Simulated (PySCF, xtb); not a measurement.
CH2, SMILES [CH2] (connectivity only; charge and spin as stated), neutral, multiplicity 1. Atoms are numbered in the order given.

```xyz
3

C      0.0000     0.0000    -0.1748
H      0.0000    -0.8623     0.5245
H      0.0000     0.8623     0.5245
```
Charge 0, spin multiplicity 1.

The structure is a stationary point at B3LYP-D3(BJ)/def2-TZVPD. The isomer is the one that the SMILES or the coordinates give; other isomers of the formula were not compared.

These are IEF-PCM-PBE0/def2-TZVPD in PySCF values and carry that method's errors.

The values are the electrostatic part of the solvation free energy, E(continuum) − E(gas) at the gas-phase geometry, in a cavity of scaled van der Waals radii (PySCF's table); cavitation and dispersion terms are not included. In vacuum the orbital gap is 3.77 eV. The dipole moment in vacuum is 1.78 D.

Task: Estimate the values in water (ε = 78.36), methanol (ε = 32.61), chloroform (ε = 4.71). (An estimate is asked for; the answer gives what the named calculation found.)

Result: 
| solvent | ε | ΔG(elec) (kcal/mol) | dipole (D) | gap (eV) |
|---|---|---|---|---|
| water | 78.36 | -4.1 | 2.34 | 4.02 |
| methanol | 32.61 | -3.9 | 2.32 | 4.01 |
| chloroform | 4.71 | -2.8 | 2.16 | 3.94 |

For comparison, GFN2-xTB/ALPB(water) (xtb, at the GFN2-xTB geometry, all terms of that model) gives -0.6 kcal/mol.
